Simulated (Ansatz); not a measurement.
# SiClO (quartet): from Hartree-Fock to the top rungs at a displaced geometry (v2), cc-pVDZ

One table from this session's results is given with a row withheld; the runs are named, their logs left out.

The runs use Ansatz 0.2.0, Gaussian basis; cc-pVDZ, core rule «outside noble gas», up to 11 orbitals frozen.

Plan: UHF; CCSD(T) on ROHF; CCSD(T) on UHF; BCCD(T) on ROHF; CISD; CCSDT(Q) on ROHF; CCSDT(Q) on UHF.

35 further runs of the same task are left out: 8 for a known fault of the program, 11 that didn't finish, 16 set aside as unsound or not needed.

### The system

The geometry is a PBE0/def2-TZVP stationary point (not a proven minimum) with its atoms shifted at random (size 0.100 Å).

3 atoms, charge 0, spin multiplicity 4.

Atoms are counted from 1 here; the program's logs count them from 0.

Bond lengths: Cl1–Si3 2.242 Å, O2–Si3 1.943 Å. Angles: Cl1–Si3–O2 65.0°.

Coordinates:

```xyz
3
ClOSi
Cl    0.0643   -0.0978    1.1284
O    -0.1005    1.2891   -0.6527
Si   -0.0239   -0.6108   -1.0526
```

Set-up of the first run:

in.yaml

```yaml
crystal:
  periodic: [false, false, false]
  atoms:
    - {symbol: Cl, position_ang: [0.064328, -0.097846, 1.128424]}
    - {symbol: O, position_ang: [-0.100546, 1.289080, -0.652748]}
    - {symbol: Si, position_ang: [-0.023925, -0.610833, -1.052587]}
basis:
  gaussian: {orbitals: cc-pVDZ}
magnetization: {spin_polarized: true, initial_magnetization: 3}
hamiltonian: {xc: hf}
output: {orbitals: {seedname: orbitals}}
```

The run is started by

```
$ ansatz run in.yaml --threads 1 --pin off --events-out ev --progress --plain --max-ram 2393MiB
```

Steps of the session up to this table: UHF; CCSD(T) on ROHF; CCSD(T) on UHF; BCCD(T) on ROHF; CISD; CCSDT(Q) on ROHF; CCSDT(Q) on UHF.

One table of the session follows, with a row left open; its other results are not shown here.

```
   method  from RCCSDT(Q) (kcal/mol)
     ROHF                    +247.79
      UHF                    +238.36
     RMP2                          ?
     UMP2                     +39.13
     CISD                     +37.44
    RCCSD                      +9.64
    UCCSD                      +9.36
 RCCSD(T)                      +2.09
 UCCSD(T)                      +2.15
  BCCD(T)                      +2.24
   RCCSDT                      +0.76
   UCCSDT                      +0.75
RCCSDT(Q)                          0
UCCSDT(Q)                      -0.24
```

Q: Estimate the row for RMP2 from the others.

The run gave: from RCCSDT(Q) (kcal/mol): +39.91. In the column «from RCCSDT(Q) (kcal/mol)» it lies between UMP2 (+39.13) and UHF (+238.36).

Limits of these values: Restricted and unrestricted rows rest on different reference determinants; where their highest levels disagree by more than a few hundredths of an eV, they describe different states and don't form one ladder.
